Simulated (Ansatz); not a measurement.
# CH₆Al₂: one structure at several levels

The task here is to estimate one member of a computed series from the others.

Computed with Ansatz 0.2.0, Gaussian basis. Level: single points in def2-TZVPP.

Cores are frozen in the correlated methods.

### Where the work starts

SMILES `[CH3][AlH][AlH2]`, 9 atoms, charge 0, spin multiplicity 1.

Atoms are counted from 1 here; the program's logs count them from 0.

Bond lengths: C1–Al2 1.984 Å, C1–H4 1.188 Å, C1–H5 1.123 Å, C1–H6 1.125 Å, Al2–Al3 2.519 Å, Al2–H7 1.661 Å, Al3–H8 1.550 Å, Al3–H9 1.594 Å. Angles: Al2–C1–H4 107.0°, Al2–C1–H5 118.4°, Al2–C1–H6 118.6°, H4–C1–H5 98.9°, H4–C1–H6 106.5°, H5–C1–H6 105.0°, C1–Al2–Al3 155.7°, C1–Al2–H7 121.8°, Al3–Al2–H7 82.5°, Al2–Al3–H8 96.1°, Al2–Al3–H9 143.7°, H8–Al3–H9 120.2°.

As a file:

```mol
CH6Al2
  3D, bonds by distance, orders not assigned

  9  8  0  0  0  0  0  0  0  0999 V2000
   -0.7570    1.6167   -0.9263 C   0  0
    0.1141    0.0173   -0.1392 Al  0  0
    0.4271   -1.8336    1.5408 Al  0  0
   -0.1682    1.8782   -1.9242 H   0  0
   -1.7877    1.5060   -1.3573 H   0  0
   -0.7944    2.5635   -0.3201 H   0  0
    1.4345   -0.6991   -0.8484 H   0  0
    1.6793   -2.4546    0.8701 H   0  0
   -0.1597   -2.4653    2.8820 H   0  0
  1  2  8  0
  1  4  8  0
  1  5  8  0
  1  6  8  0
  2  3  8  0
  2  7  8  0
  3  8  8  0
  3  9  8  0
M  END
```

The first run:

run/in.yaml

```yaml
crystal:
  periodic: [false, false, false]
  atoms:
    - {symbol: C, position_ang: [-0.757000, 1.616700, -0.926300]}
    - {symbol: Al, position_ang: [0.114100, 0.017300, -0.139200]}
    - {symbol: Al, position_ang: [0.427100, -1.833600, 1.540800]}
    - {symbol: H, position_ang: [-0.168200, 1.878200, -1.924200]}
    - {symbol: H, position_ang: [-1.787700, 1.506000, -1.357300]}
    - {symbol: H, position_ang: [-0.794400, 2.563500, -0.320100]}
    - {symbol: H, position_ang: [1.434500, -0.699100, -0.848400]}
    - {symbol: H, position_ang: [1.679300, -2.454600, 0.870100]}
    - {symbol: H, position_ang: [-0.159700, -2.465300, 2.882000]}
basis:
  gaussian: {orbitals: def2-TZVPP}
correlation: {method: ccsd_t}
output: {forces: true}
```

No record of the launch command was kept for these runs.

Among the steps run: CCSD(T)/def2-TZVPP; PBE0-D4/def2-TZVPP; wB97M-V/def2-TZVPP; r2SCAN-D4/def2-TZVPP; PBE-D4/def2-TZVPP; r2SCANh-D4/def2-TZVPP; BLYP-D4/def2-TZVPP.

One of the session's tables, all rows but one given; the rest of the session is left out.

```
    method  RMS force component (eV/Å)  angle to CCSD(T) forces (°)  dipole (D)
   CCSD(T)                       0.756                    reference        1.78
   PBE0-D4                       0.760                          4.0        1.78
   wB97M-V                           ?                            ?           ?
 r2SCAN-D4                       0.747                          4.0        1.79
    PBE-D4                       0.691                          8.1        1.75
r2SCANh-D4                       0.768                          3.8        1.80
   BLYP-D4                       0.698                          4.7        1.77
```

Q: Estimate the row for wB97M-V from the others.

As computed: RMS force component (eV/Å): 0.768; angle to CCSD(T) forces (°): 3.6; dipole (D): 1.83.
